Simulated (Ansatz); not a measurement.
Computed with Ansatz on PBE0-D4/def2-TZVP structures; ΔE is electronic, products minus reactants. CCSD(T)/CBS is the MP2 limit (def2-TZVPP, def2-QZVPP) plus CCSD(T) − MP2 in def2-TZVPP, frozen cores. This one scheme is used for every species. DFT in def2-TZVPP. Each species was taken in one conformer, which may not be the lowest.

Consider the substitution at a C–S bond: `C#CC(=N)S` + HCl → `C#CC(=N)Cl` + H₂S.

`C#CC(=N)S`:

Cartesian coordinates in Å:
```
C -0.143 0.987 1.541
C -0.097 0.296 0.559
C -0.054 -0.537 -0.604
N -0.729 -1.595 -0.780
S 1.039 -0.029 -1.892
H -0.188 1.594 2.415
H -1.319 -1.784 0.027
H 1.490 1.068 -1.266
```

HCl:

Z-matrix (Å, degrees):
```
Cl
H 1 1.279
```

`C#CC(=N)Cl`:

Cartesian coordinates in Å:
```
C -1.111 1.606 -0.065
C -0.428 0.621 -0.018
C 0.385 -0.543 0.069
N 0.671 -1.260 -0.917
Cl 0.940 -0.855 1.712
H -1.719 2.479 -0.117
H 1.263 -2.049 -0.665
```

H₂S:

Cartesian coordinates in Å:
```
S -0.448 0.152 0.399
H -0.431 -0.492 -0.777
H 0.880 0.339 0.377
```

```tsv
level	ΔE (kJ/mol)
revPBE-D4	15.5
BHLYP	14.4
HF/def2-TZVPP	14.3
MP2/def2-QZVPP	19.6
```

(1) What does CCSD(T)/CBS give? (Estimate.)

(2) What do rigid-rotor, harmonic-oscillator terms from PBE0-D4/def2-TZVP frequencies (298.15 K, 1 bar) make of the CCSD(T)/CBS value? (Best estimate.)

Largest T1 diagnostic among the species: 0.014.

Results:

(1) Computed: +17.8 kJ/mol. The listed levels differ from it by -2.3, -3.4, -3.5, 1.8 kJ/mol.

(2) The calculation gave: ΔZPE = -1.1 kJ/mol, ΔH = +16.4 kJ/mol, ΔS = 10 J/(mol·K), ΔG = +13.3 kJ/mol.

At CCSD(T), def2-SVP lies −9.0 kJ/mol from the extrapolated value and def2-TZVPP −1.8 kJ/mol. The D4 term adds +3.0 kJ/mol with B3LYP and +1.7 kJ/mol with PBE0; it sums over pairs of atoms, weighted by their polarisabilities, and B3LYP, whose exchange is more repulsive, gets the larger term.

B3LYP here is the variant with VWN-RPA as its local correlation; programs differ in this.
